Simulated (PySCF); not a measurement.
C3H4, SMILES C#CC. Atoms are numbered in the order given.

```xyz
7

C      0.0000     0.0000    -1.2360
C      0.0000     0.0000     0.2181
C      0.0000     0.0000     1.4176
H     -0.8833     0.5100    -1.6258
H      0.0000    -1.0199    -1.6258
H      0.8833     0.5100    -1.6258
H      0.0000     0.0000     2.4795
```
Charge 0, spin multiplicity 1.

The structure is a stationary point at B3LYP-D3(BJ)/def2-TZVP.

Calculation: PBE0/def2-TZVPD run with PySCF.

Symmetry labels are those of the subgroup Cs that the program uses (full group C3v).

List the valence orbital energies around the gap with their symmetry. (The exact figures need the calculation; the answer reports its results.)


```tsv
orbital	symmetry	energy (eV)
HOMO−7	A'	-21.95
HOMO−6	A'	-19.74
HOMO−5	A'	-14.81
HOMO−4	A'	-12.79
HOMO−3	A"	-12.20
HOMO−2	A'	-12.20
HOMO−1	A'	-7.74
HOMO	A"	-7.74
LUMO	A'	0.39
LUMO+1	A"	1.17
LUMO+2	A'	1.17
LUMO+3	A'	1.25
```
